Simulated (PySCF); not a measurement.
A species of formula C5H9F has this rotational fingerprint, computed with PBE0/pcSseg-1 in PySCF (dipole) on a GFN2-xTB geometry, gas phase:

- Rotational constants: A = 5830, B = 3253, C = 2512 MHz
- Dipole components: |μa| = 1.58 D, |μb| = 0.08 D, |μc| = 0.98 D
- Inertial defect: -40.87 u·Å²
- κ: -0.55

Task: Which candidate fits, each taken in the one conformer that was computed?
A. `[CH2:1]=[CH:2][CH2:3][C@H:4]([CH3:5])[F:6]` with C1–C2–C3–C4 -122°, C2–C3–C4–C5 57°
B. `[F:1][CH:2]1[CH2:3][CH2:4][CH2:5][CH2:6]1` with F1–C2–C3–C4 124°, C2–C3–C4–C5 -29°, C3–C4–C5–C6 41°, C4–C5–C6–C2 -37°
C. `[CH3:1]/[CH:2]=[C:3](/[F:4])[CH2:5][CH3:6]` with C2–C3–C5–C6 99°
D. `[CH3:1][CH2:2][C@@H:3]1[CH2:4][C@H:5]1[F:6]` with C1–C2–C3–C4 -83°

Result: B. It is FC1CCCC1, an asymmetric top, point group C1. The candidates at the same level (rigid rotor, commonest isotopes):

```csv
SMILES,A (MHz),B (MHz),C (MHz),μa (D),μb (D),μc (D),Δ (u·Å²),point group,rotor
C/C=C(/F)CC,4384,2729,1884,0.49,1.75,0.27,-32.21,C1,asymmetric top
FC1CCCC1,5830,3253,2512,1.58,0.08,0.98,-40.87,C1,asymmetric top
C=CC[C@H](C)F,5888,2273,2012,0.54,1.13,1.17,-57.06,C1,asymmetric top
CC[C@@H]1C[C@H]1F,9611,1832,1708,1.68,0.37,0.68,-32.57,C1,near-prolate asymmetric top
```

`CC[C@@H]1C[C@H]1F` has A 65 % too high; `C=CC[C@H](C)F` has B 30 % too low; `C/C=C(/F)CC` has C 25 % too low. No structure here is proved a minimum.
